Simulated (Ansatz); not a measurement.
Two shapes of triplet CH₃NO.

Shape 1:

```xyz
6

C    -0.3783    0.1138   -0.0716
O    -0.5711   -1.0003    0.2895
N     0.8275    0.7144   -0.1331
H    -1.1972    0.7745   -0.3972
H     0.9270    1.6534   -0.4515
H     1.6431    0.2028    0.1353
```

Shape 2:

```xyz
6

C    -0.0784   -0.3544   -0.2012
O     0.1693    0.3367   -1.1583
N    -0.0611    0.0593    1.0885
H    -0.3542   -1.4353   -0.2893
H    -0.2785   -0.5689    1.8485
H     0.1757    1.0221    1.2949
```

Basis set: def2-SVP (spherical functions). Correlated methods keep 3 orbitals frozen. Charge 0, multiplicity 3.

Computed with Ansatz (development build ahead of 0.2.0); each method stands on the lowest determinant of its kind that the runs found.

Question: Which shape is lower in energy, and by how much in each method?

Answer:

| method | E(2) − E(1) (eV) |
| --- | --- |
| UHF | -0.185 |
| UHF-MP2 | -0.200 |

Shape 2 is lower. Caution: another spin multiplicity may lie lower.
